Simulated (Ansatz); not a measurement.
Born–Oppenheimer molecular dynamics of AlBClH₃ (6 atoms, charge 0, multiplicity 1). It starts from a relaxed structure.

These are results of RKS PBE0-D4/def2-SVP (Ansatz), not measurements.

```yaml
ensemble: NVE (velocity Verlet)
time_step: 1 fs
steps_asked: 150
starting_velocities_drawn_for: 300 K
seed: 192639
```

Frames 2 fs apart, positions in Å, forces in eV/Å.

Velocities at 20 fs (Å/ps):

```
Al -0.45 1.69 -0.46
B -2.35 1.01 -2.85
Cl 0.72 -1.45 1.32
H 15.68 -12.94 -4.48
H 6.61 2.51 6.17
H -10.51 5.26 -5.20
```

```xyz
6
Properties=species:S:1:pos:R:3:forces:R:3 time_fs=20 energy_less_start_eV=0.099 T=110
Al -0.738 0.499 -0.670 0.83 -0.82 -0.18
B 0.894 -0.315 0.602 -0.72 -0.01 -0.35
Cl 0.551 -1.799 1.510 0.03 0.30 -0.13
H -0.717 -0.164 -2.167 -0.03 0.21 0.39
H -1.911 1.496 -0.364 -0.14 0.22 0.21
H 2.054 0.017 0.625 0.03 0.10 0.06
6
Properties=species:S:1:pos:R:3:forces:R:3 time_fs=22 energy_less_start_eV=0.102 T=104
Al -0.738 0.501 -0.671 0.86 -0.90 -0.25
B 0.887 -0.313 0.596 -0.94 -0.15 -0.24
Cl 0.552 -1.802 1.513 0.07 0.41 -0.22
H -0.686 -0.185 -2.168 -0.09 0.30 0.47
H -1.901 1.506 -0.347 -0.15 0.21 0.16
H 2.035 0.029 0.615 0.26 0.12 0.08
6
Properties=species:S:1:pos:R:3:forces:R:3 time_fs=24 energy_less_start_eV=0.091 T=126
Al -0.738 0.503 -0.672 0.73 -0.77 -0.10
B 0.878 -0.312 0.588 -0.81 -0.19 -0.11
Cl 0.554 -1.804 1.515 0.09 0.51 -0.29
H -0.660 -0.195 -2.151 -0.15 0.30 0.35
H -1.896 1.523 -0.325 -0.04 0.09 0.07
H 2.025 0.046 0.609 0.18 0.06 0.08
6
Properties=species:S:1:pos:R:3:forces:R:3 time_fs=26 energy_less_start_eV=0.080 T=145
Al -0.736 0.503 -0.674 0.51 -0.49 0.22
B 0.866 -0.311 0.581 -0.44 -0.16 0.04
Cl 0.556 -1.806 1.517 0.11 0.58 -0.35
H -0.638 -0.194 -2.122 -0.18 0.20 0.04
H -1.893 1.543 -0.300 0.12 -0.07 -0.03
H 2.022 0.065 0.606 -0.12 -0.06 0.07
6
Properties=species:S:1:pos:R:3:forces:R:3 time_fs=28 energy_less_start_eV=0.087 T=133
Al -0.733 0.503 -0.675 0.30 -0.19 0.60
B 0.852 -0.311 0.574 -0.11 -0.14 0.20
Cl 0.557 -1.807 1.519 0.10 0.62 -0.39
H -0.624 -0.186 -2.091 -0.20 0.05 -0.35
H -1.885 1.561 -0.277 0.24 -0.19 -0.11
H 2.014 0.082 0.605 -0.33 -0.16 0.05
6
Properties=species:S:1:pos:R:3:forces:R:3 time_fs=30 energy_less_start_eV=0.094 T=120
Al -0.730 0.502 -0.676 0.17 -0.01 0.82
B 0.838 -0.311 0.567 -0.02 -0.20 0.33
Cl 0.559 -1.807 1.520 0.09 0.64 -0.42
H -0.618 -0.176 -2.074 -0.20 -0.06 -0.63
H -1.868 1.572 -0.257 0.25 -0.21 -0.14
H 1.995 0.093 0.607 -0.30 -0.16 0.04
6
Properties=species:S:1:pos:R:3:forces:R:3 time_fs=32 energy_less_start_eV=0.083 T=141
Al -0.726 0.502 -0.675 0.15 -0.05 0.70
B 0.823 -0.312 0.561 -0.14 -0.33 0.43
Cl 0.561 -1.807 1.521 0.06 0.63 -0.43
H -0.618 -0.167 -2.079 -0.20 -0.04 -0.61
H -1.842 1.576 -0.242 0.15 -0.14 -0.13
H 1.964 0.098 0.610 -0.02 -0.06 0.04
6
Properties=species:S:1:pos:R:3:forces:R:3 time_fs=34 energy_less_start_eV=0.066 T=172
Al -0.723 0.501 -0.673 0.19 -0.28 0.26
B 0.808 -0.315 0.557 -0.26 -0.47 0.48
Cl 0.563 -1.806 1.521 0.03 0.58 -0.41
H -0.627 -0.160 -2.108 -0.21 0.09 -0.30
H -1.810 1.574 -0.233 -0.02 0.02 -0.08
H 1.933 0.102 0.615 0.27 0.06 0.04
6
Properties=species:S:1:pos:R:3:forces:R:3 time_fs=36 energy_less_start_eV=0.061 T=183
Al -0.719 0.500 -0.671 0.22 -0.52 -0.27
B 0.793 -0.318 0.555 -0.13 -0.50 0.52
Cl 0.565 -1.804 1.521 -0.02 0.49 -0.36
H -0.644 -0.150 -2.147 -0.20 0.24 0.10
H -1.779 1.573 -0.226 -0.18 0.18 -0.01
H 1.912 0.107 0.620 0.31 0.10 0.03
6
Properties=species:S:1:pos:R:3:forces:R:3 time_fs=38 energy_less_start_eV=0.062 T=182
Al -0.715 0.498 -0.669 0.13 -0.59 -0.68
B 0.777 -0.324 0.554 0.28 -0.38 0.54
Cl 0.567 -1.802 1.520 -0.06 0.36 -0.28
H -0.668 -0.131 -2.184 -0.16 0.32 0.39
H -1.755 1.579 -0.220 -0.25 0.26 0.03
H 1.902 0.115 0.627 0.07 0.03 0.00
6
Properties=species:S:1:pos:R:3:forces:R:3 time_fs=40 energy_less_start_eV=0.059 T=186
Al -0.710 0.496 -0.668 -0.10 -0.44 -0.84
B 0.761 -0.331 0.556 0.70 -0.20 0.51
Cl 0.569 -1.800 1.520 -0.10 0.18 -0.16
H -0.699 -0.099 -2.205 -0.11 0.31 0.50
H -1.740 1.594 -0.213 -0.18 0.19 0.02
H 1.894 0.125 0.634 -0.21 -0.06 -0.03
6
Properties=species:S:1:pos:R:3:forces:R:3 time_fs=42 energy_less_start_eV=0.049 T=206
Al -0.706 0.492 -0.669 -0.39 -0.12 -0.73
B 0.749 -0.339 0.559 0.87 -0.02 0.42
Cl 0.571 -1.797 1.518 -0.14 -0.03 -0.02
H -0.733 -0.055 -2.208 -0.05 0.22 0.39
H -1.732 1.617 -0.205 -0.01 0.03 -0.01
H 1.879 0.133 0.640 -0.28 -0.08 -0.03
```

Of the whole run (150 fs, mean temperature of the second half 151 K): The conserved energy stayed within 0.16 meV per atom of its start (net change 0.073 meV per atom), so the integration is sound. Over the second half the temperature averaged 0.50 of the 300 K drawn at the start: a run that starts near a minimum puts about half its kinetic energy into the potential. A run of 0.15 ps of so small a system gives no equilibrium averages.

Run time: 4.8 min on 1 thread of Arm Neoverse N1 (shared host), peak memory 0.1 GiB.
